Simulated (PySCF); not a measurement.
# How methods differ on the ionisation energy of S

S [Ne] 3s2 3p4 (3P) → S⁺ [Ne] 3s2 3p3 (4S), as a difference of total energies. Computed with PySCF 2.14 in aug-cc-pCVTZ-DK with one added diffuse shell each of s, p, d, f type (9s8p6d4f, 91 functions), with the spin-free X2C one-electron Hamiltonian (Gaussian nucleus). Correlated levels: valence: [Ne] frozen. The calculations carry no spin-orbit coupling.

```json
{"method": "UHF", "ionisation energy (eV)": "9.222", "error (eV)": "-1.114"}
{"method": "MP2 (valence)", "ionisation energy (eV)": "9.991", "error (eV)": "-0.345"}
{"method": "SCS-MP2 (valence)", "ionisation energy (eV)": "10.072", "error (eV)": "-0.264"}
{"method": "CCSD (valence)", "ionisation energy (eV)": "10.098", "error (eV)": "-0.238"}
{"method": "CCSD(T) (valence)", "ionisation energy (eV)": "10.139", "error (eV)": "-0.197"}
```

Reference: 10.336 eV (measured; NIST levels, between the centres of gravity of the two terms).

Errors of the correlated levels include the incompleteness of this basis and the frozen core.
